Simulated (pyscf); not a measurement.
Structures and frequencies: ωB97X-D3(BJ)/def2-SVP in PySCF. MP2 and CC: frozen core, UHF for open shells. ΔMP2 is the change of the MP2 total energy from the triple- to the quadruple-zeta basis.

### Question
How much does it cost (ΔH, 298 K, CCSD(T)/def2-TZVPP + ΔMP2(QZVPP)) to split HO–GeH₂–F at its Ge–O bond into OH• + F–GeH₂•?

### Answer
Ge–O to OH• + F–GeH₂•: 109.3 kcal/mol. The CCSD(T) − MP2 part came from Ansatz, without density fitting, on the same reference. The frozen core leaves the outer d or s,p core shells of the metals and heavy elements correlated in the MP2 and CC values, and def2-TZVPP describes them poorly, which can shift differences by a few kcal/mol. Left out: the spin-orbit lowering of OH. Elements up to Kr have no core potential and no relativistic terms here.
